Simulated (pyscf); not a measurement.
`[BH2][CH3]` + `[OH2]` → `[BH2][CH3]` + `[OH2]` (four-centre exchange; singlet surface; C–H, H–O broken, C–H, H–O formed). Single points on ωB97X-D3(BJ)/def2-SVP structures (PySCF, gas phase). Correlated levels are frozen-core, on RHF or UHF. ΔMP2 is the change of the MP2 total energy from the triple- to the quadruple-zeta basis. Energies in eV from the separated reactants.

```tsv
level	barrier	reaction energy
ωB97X-D3(BJ)/def2-TZVP	2.70	0.00
PBE/def2-TZVP	2.20	0.00
B3LYP-D3(BJ)/def2-TZVP	___	0.00
PBE0-D3(BJ)/def2-TZVP	2.42	0.00
M06-2X/def2-TZVP	2.61	0.00
HF/def2-TZVP	3.62	0.00
CCSD(T)/def2-TZVPP + ΔMP2(QZVPP)	___	0.00
```

Question: Fill in the missing entries.

Answer: 
- B3LYP-D3(BJ)/def2-TZVP, barrier: 2.54
- CCSD(T)/def2-TZVPP + ΔMP2(QZVPP), barrier: 2.66

Of the functionals in the table, ωB97X-D3(BJ) is closest to CCSD(T)/def2-TZVPP + ΔMP2(QZVPP) in the barrier (0.04 eV apart) and PBE least close (0.46 eV); that level has limits of its own. On the reactant side the descent ends in an adduct with a B–O contact (not fully relaxed), 0.43 eV under the separated species and 3.13 eV under the saddle at ωB97X-D3(BJ)/def2-TZVP. On the product side the descent ends in an adduct with a B–O contact (not fully relaxed), 0.42 eV under the separated species and 3.12 eV under the saddle at ωB97X-D3(BJ)/def2-TZVP. The same reactants have a lower exit, to H₃C–BH–OH + H₂ (barrier +0.42 eV at ωB97M-D3(BJ), against +2.54 eV here). One saddle was located; it need not be the lowest between these sides. The CCSD(T) − MP2 part came from Ansatz, without density fitting, on the same reference.
